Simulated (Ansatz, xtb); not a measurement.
# H6PSi2: 5 structures ranked

5 gas-phase structures of H6PSi2, found in a search over its isomers (lower ones may exist). Each was relaxed with GFN2-xTB; where two conformers were screened, the lower at r2SCAN-D4/def2-SVP//GFN2-xTB is listed:

A. `[SiH3][P][SiH3]`, a doublet
B. `[SiH2][SiH2]P`, a doublet
C. `[SiH3][SiH2][PH]`, a doublet
D. `[SiH3][SiH]P`, a doublet
E. `[SiH2]P[SiH3]`, a doublet

Task: Estimate their order in r2SCAN-D4/def2-SVP//GFN2-xTB energy at these geometries, lowest first.

Result: Calculated order at r2SCAN-D4/def2-SVP//GFN2-xTB: A (0.0), C (4.9), E (6.2), D (8.6), B (11.2) kcal/mol.

Energies above the lowest of each column, in kcal/mol; the last columns are at r2SCAN-D4/def2-SVP geometries (a dash: not run or not comparable):

```
structure  GFN2-xTB  HF/STO-3G  r2SCAN-D4/def2-SVP//GFN2-xTB  r2SCAN-D4/def2-SVP  CCSD(T)/def2-SVP + ΔMP2/def2-TZVPP
        A       0.0        0.0                           0.0                 0.0                                 0.0
        C      15.2        1.4                           4.9                 4.4                                 5.7
        E       9.4       18.4                           6.2                 6.0                                 7.9
        D      17.9       18.4                           8.6                 7.9                                10.8
        B      22.1       22.9                          11.2                 9.6                                   –
```

Every level run on A puts it lowest or level with the lowest. Flexible structures stand in one conformer each, not always the lowest. Frequencies (r2SCAN-D4/def2-SVP) were run for A, C, D, E alone. Open shells are spin-unrestricted. ΔMP2 is the change of the MP2 energy from the smaller to the larger basis.

Over these structures GFN2-xTB departs from r2SCAN-D4/def2-SVP//GFN2-xTB by 4.1 kcal/mol on average once a common shift is removed. A GFN2-xTB relaxation took about 0.28 s and the r2SCAN-D4/def2-SVP//GFN2-xTB energy about 2.5 s on a shared host (Ansatz 0.2.0, xtb 6.7.1).
